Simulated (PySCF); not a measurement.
Species: C5H12.
Geometry (PBE0-D3(BJ)/def2-SVP, Å), atoms numbered from 1 in this order:
```xyz
17
C5H12 angstrom
C     -0.357   -0.458    1.416
C      0.000    0.000    0.000
C      0.132    1.524   -0.025
C     -1.102   -0.432   -0.969
C      1.327   -0.634   -0.421
H     -1.309   -0.015    1.750
H     -0.462   -1.554    1.465
H      0.422   -0.163    2.137
H      0.386    1.885   -1.035
H     -0.809    2.011    0.278
H      0.923    1.867    0.661
H     -2.073    0.010   -0.691
H     -1.222   -1.528   -0.974
H     -0.873   -0.116   -2.000
H      1.264   -1.734   -0.411
H      2.143   -0.339    0.258
H      1.611   -0.325   -1.440
```

All values: PBE0/pcSseg-1 and PBE0/def2-SVPD (PySCF, non-relativistic), on one gas-phase PBE0-D3(BJ)/def2-SVP geometry that isn't relaxed in the solvent. The solvent is an IEF-PCM continuum (cavity from Bondi-type radii × 1.2). Only the electrostatic response of the medium enters.

Gas phase at PBE0/pcSseg-1: HOMO -9.03 eV, LUMO 1.28 eV, dipole 0.00 D.

**Question.** What does the continuum do to the energy, the frontier levels and the dipole at PBE0/pcSseg-1 in chloroform and dichloromethane?

**Answer.** 
| solvent | ε | E(solvent) − E(gas) (kcal/mol) | polarisation term (kcal/mol) | distortion of the solute (kcal/mol) | HOMO (eV) | LUMO (eV) | dipole (D) |
| --- | --- | --- | --- | --- | --- | --- | --- |
| chloroform | 4.711 | -0.46 | -0.47 | 0.01 | -8.93 | 1.40 | 0.00 |
| dichloromethane | 8.93 | -0.55 | -0.57 | 0.02 | -8.92 | 1.41 | 0.00 |

The polarisation term is half the interaction of the solute with the surface charges that it induces; the rest is the cost of distorting the solute's density. The sum is the electrostatic part of solvation alone. From chloroform to dichloromethane the lowering changes by a factor 1.20, Onsager's factor (ε − 1)/(2ε + 1) by 1.18 and ε itself by 1.9. Charge and dipole vanish, so a point-dipole model would give no lowering at all.

**Question.** Which Mulliken charges (PBE0/pcSseg-1) respond most in chloroform (means over atoms taken as equivalent)?

**Answer.** 
```tsv
atoms	environment	gas (e)	solvent (e)	change
C1/C3/C4/C5	methyl carbon	-0.173	-0.185	-0.012
C2	quaternary sp3 carbon	-0.605	-0.595	+0.010
H6 (×12)	methyl hydrogen	+0.108	+0.111	+0.003
```

Gas phase at PBE0/def2-SVPD: HOMO -9.03 eV, LUMO 0.62 eV, dipole 0.00 D.

**Question.** What does the continuum do to the energy, the frontier levels and the dipole at PBE0/def2-SVPD in chloroform and dichloromethane?

**Answer.** 
| solvent | ε | E(solvent) − E(gas) (kcal/mol) | polarisation term (kcal/mol) | distortion of the solute (kcal/mol) | HOMO (eV) | LUMO (eV) | dipole (D) |
| --- | --- | --- | --- | --- | --- | --- | --- |
| chloroform | 4.711 | -0.52 | -0.54 | 0.02 | -8.92 | 0.75 | 0.00 |
| dichloromethane | 8.93 | -0.62 | -0.65 | 0.03 | -8.90 | 0.76 | 0.00 |

**Question.** How does the static polarisability (PBE0/def2-SVPD, frozen core, with the continuum's full static response) change?

**Answer.** 
```
         medium  isotropic (au)  principal values (au)  ⟨r²⟩ of the electrons (bohr²)
            gas            64.4       64.4, 64.4, 64.4                          484.8
     chloroform            80.1       80.0, 80.1, 80.1                          484.9
dichloromethane            83.9       83.8, 83.9, 83.9                          484.9
```

The isotropic value in dichloromethane is 1.30 times the gas-phase one; no cavity-field correction is applied. ⟨r²⟩ is taken about the centre of nuclear charge.
